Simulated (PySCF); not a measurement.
Job file and geometry (Å, from PBE0-D3(BJ)/def2-SVP) of an NMR shielding run on `Cc1cccs1`, C5H6S, GIAO PBE0/pcSseg-1 NMR shielding, non-relativistic, gas phase (PySCF); density fitting, a coarse starting grid and PySCF grid level 2 are the driver's defaults:

```
{"job": {"kind": "nmr", "xc": "PBE0", "basis": "pcSseg-1"}, "charge": 0, "multiplicity": 1}
C     -1.995163     0.167848     0.162907
C     -0.504873     0.150657     0.097285
C      0.320826    -0.845253    -0.361499
C      1.704058    -0.510193    -0.295898
C      1.913317     0.741480     0.215440
S      0.429497     1.512934     0.614849
H     -2.359943     0.463622     1.158759
H     -2.429204     0.868697    -0.568683
H     -2.389377    -0.834072    -0.057174
H     -0.060329    -1.797432    -0.735174
H      2.511406    -1.172775    -0.611009
H      2.859787     1.254485     0.380180
```

**Question.** What does the program print?

**Answer.** 
```
coarse grid: 10776 points
cycle   1  E = -591.8383319035  dE =  9.227e-01  |g| = 3.395e-01  |ddm| = 3.398e+00
cycle   2  E = -591.8196042746  dE =  1.873e-02  |g| = 4.291e-01  |ddm| = 7.813e-01
cycle   3  E = -591.8681690985  dE = -4.856e-02  |g| = 8.454e-02  |ddm| = 5.276e-01
cycle   4  E = -591.8701755858  dE = -2.006e-03  |g| = 2.502e-02  |ddm| = 1.283e-01
cycle   5  E = -591.8703214071  dE = -1.458e-04  |g| = 7.995e-03  |ddm| = 2.740e-02
cycle   6  E = -591.8703371954  dE = -1.579e-05  |g| = 2.245e-03  |ddm| = 1.081e-02
cycle   7  E = -591.8703382158  dE = -1.020e-06  |g| = 5.543e-04  |ddm| = 2.021e-03
final grid: 100024 points
cycle   8  E = -591.9087835372  dE = -1.674e-05  |g| = 8.634e-03  |ddm| = 2.807e-02
cycle   9  E = -591.9087634035  dE =  2.013e-05  |g| = 1.206e-02  |ddm| = 2.083e-02
cycle  10  E = -591.9088024394  dE = -3.904e-05  |g| = 1.354e-03  |ddm| = 1.449e-02
cycle  11  E = -591.9088029616  dE = -5.223e-07  |g| = 2.742e-04  |ddm| = 1.755e-03
cycle  12  E = -591.9088029787  dE = -1.704e-08  |g| = 8.696e-05  |ddm| = 3.044e-04
cycle  13  E = -591.9088029803  dE = -1.657e-09  |g| = 2.113e-05  |ddm| = 7.792e-05
cycle  14  E = -591.9088029805  dE = -1.203e-10  |g| = 3.844e-06  |ddm| = 3.078e-05
converged SCF energy = -591.9088029805

GIAO shielding tensors (ppm)
atom      isotropic    diamagn.    paramagn.     s11        s22        s33       span
  0 C      167.012     243.410     -76.398    152.179    160.294    188.563     36.384
  1 C       36.184     264.025    -227.840    -47.184     25.687    130.050    177.234
  2 C       54.329     250.955    -196.626    -25.572     51.324    137.235    162.807
  3 C       53.394     253.337    -199.943    -30.050     42.543    147.687    177.737
  4 C       52.268     260.949    -208.680    -40.248     57.760    139.293    179.542
  5 S      269.017    1057.246    -788.228    121.762    295.690    389.600    267.838
  6 H       28.741      27.511       1.230     23.499     27.610     35.114     11.615
  7 H       28.708      27.361       1.348     24.044     26.661     35.419     11.375
  8 H       28.798      28.516       0.282     23.744     27.833     34.818     11.074
  9 H       24.456      31.866      -7.410     21.570     24.243     27.556      5.986
 10 H       24.364      29.973      -5.608     21.437     24.242     27.414      5.977
 11 H       24.286      30.284      -5.998     21.478     24.485     26.895      5.416
```

**Question.** Turn these shieldings into chemical shifts. Scale: ¹³C (σ = 184.41 ppm) and ¹H (σ = 31.27 ppm) against TMS; ³³S (σ = 495.66 ppm) vs CS2 (reference shieldings calculated alike).

**Answer.** Averaging equivalent atoms: C 1: 148.2; C 4: 132.1; C 3: 131.0; C 2: 130.1; C 0: 17.4; S 5: 227; H 11: 6.98; H 10: 6.90; H 9: 6.81; H 6/7/8: 2.52 ppm. 

Size and cost of the density-fitted run: 139 basis functions, about 9 core-seconds.
